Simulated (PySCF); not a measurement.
Which determinant of MgH lies lowest?

Unrestricted PBE0; Mg aug-pcseg-1, H aug-pcseg-1; no relativity (PySCF 2.14). Outer shells of the fragments: Mg 3s2; H 1s1.

Followed along the bond (rough minima from three points):

```json
{"2Ms+1": "2", "unpaired": "σ ↑", "⟨S²⟩ at the start": "0.75", "R at minimum (Å)": "1.76", "Te (eV)": "0.00"}
{"2Ms+1": "4", "unpaired": "σ ↑↑, π ↑", "⟨S²⟩ at the start": "3.75", "R at minimum (Å)": "none in the scan", "Te (eV)": "≤ 4.41"}
```

Solutions found at the starting distance of 1.675 Å, counted from the lowest of them; the search is not exhaustive and high or unbound solutions are not listed, so other states can lie among these:

```json
{"2Ms+1": "2", "unpaired": "σ ↑", "term": "²Σ⁺", "E (eV)": "0.00", "⟨S²⟩": "0.75", "⟨Lz²⟩": "0.00", "μ (D)": "-1.13"}
{"2Ms+1": "2", "unpaired": "π ↑", "term": "²Π", "E (eV)": "2.29", "⟨S²⟩": "0.78", "⟨Lz²⟩": "1.00", "μ (D)": "-3.28"}
{"2Ms+1": "4", "unpaired": "σ ↑↑, π ↑", "term": "⁴Π", "E (eV)": "4.96", "⟨S²⟩": "3.75", "⟨Lz²⟩": "1.00", "μ (D)": "1.66"}
{"2Ms+1": "2", "unpaired": "σ ↑↑, π ↓", "term": "mixed", "E (eV)": "5.72", "⟨S²⟩": "1.75", "⟨Lz²⟩": "1.00", "μ (D)": "1.78"}
{"2Ms+1": "4", "unpaired": "σ ↑↑↑", "term": "⁴Σ⁺", "E (eV)": "7.18", "⟨S²⟩": "3.75", "⟨Lz²⟩": "0.00", "μ (D)": "-3.75"}
{"2Ms+1": "4", "unpaired": "σ ↑, π ↑↑", "term": "⁴Σ⁻", "E (eV)": "7.48", "⟨S²⟩": "3.75", "⟨Lz²⟩": "0.00", "μ (D)": "-0.77"}
```

A term symbol is given only where ⟨S²⟩ and ⟨Lz²⟩ are close to those of a pure state; real π, δ and φ orbitals otherwise mix terms. A positive dipole means Mg(−)H(+).

The measured ground state is X ²Σ+ (Huber and Herzberg, Constants of Diatomic Molecules (1979)).

Counting both spins, an empty level lies below a filled one in some of these solutions, because spin and occupation are held.
